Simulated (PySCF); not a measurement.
A geometry optimisation on `C=C(Cl)COC`.

Computed with PBE0-D3(BJ)/def2-SVP geometry optimisation, gas phase (PySCF 2.14.0). Start geometry: GFN2-xTB. A driver script takes a list of jobs; this job's settings line and coordinates (Å) are shown.

Input:
```
{"job": {"xc": "PBE0", "basis": "def2-SVP", "d3": "d3bj", "grid": 1, "kind": "geom"}, "charge": 0, "multiplicity": 1}
C      2.049351    -0.690079     0.487911
C      1.498677     0.210274    -0.301886
Cl     2.460261     1.235921    -1.314236
C      0.030146     0.475979    -0.441739
O     -0.697253    -0.381805     0.398786
C     -2.084114    -0.175746     0.308719
H      1.418005    -1.306759     1.100824
H      3.113212    -0.831884     0.542656
H     -0.174376     1.530507    -0.187963
H     -0.267505     0.329463    -1.494471
H     -2.448494    -0.357736    -0.709976
H     -2.547680    -0.883967     0.991989
H     -2.354619     0.846317     0.601658
```

Output:
```
step   0  E = -691.29070048  max force = 0.015975
step   1  E = -691.29190234  max force = 0.002751
step   2  E = -691.29192906  max force = 0.000637
step   3  E = -691.29193077  max force = 0.000440
step   4  E = -691.29193570  max force = 0.000054
optimisation converged
```

Energies in Eh; «max force» is the largest Cartesian gradient component in Eh/bohr.

**Question.** Give the first gradient maximum in eV/Å.

**Answer.** With 1 Eh/bohr = 51.422 eV/Å, 0.821 eV/Å.

**Question.** How much energy does the optimisation release, in eV?

**Answer.** E(step 0) − E(last step) = 0.001235 Eh, which is 0.034 eV.

Summary of the converged run: final energy -691.29194 Eh after 4 steps; dipole 1.80 D.

**Question.** Where do the atoms end?

**Answer.** 0.019 Å rms from the input after alignment:
```
atom  x, y, z in Å
C1     2.1713   -0.2681    0.2156
C2     1.6312    0.6476   -0.5821
Cl3    2.5975    1.6664   -1.6068
C4     0.1672    0.9311   -0.7191
O5    -0.5613    0.1021    0.1226
C6    -1.9386    0.2983    0.0405
H7     1.5074   -0.8751    0.8327
H8     3.2502   -0.4203    0.2629
H9    -0.0090    2.0046   -0.4918
H10   -0.1216    0.7914   -1.7832
H11   -2.3246    0.1047   -0.9797
H12   -2.4191   -0.4040    0.7350
H13   -2.2282    1.3291    0.3250
```

The run took 20 s wall on x86-64 server, one thread, on a shared host.
Labels such as C1 count atoms from 1, the log's own numbers from 0.
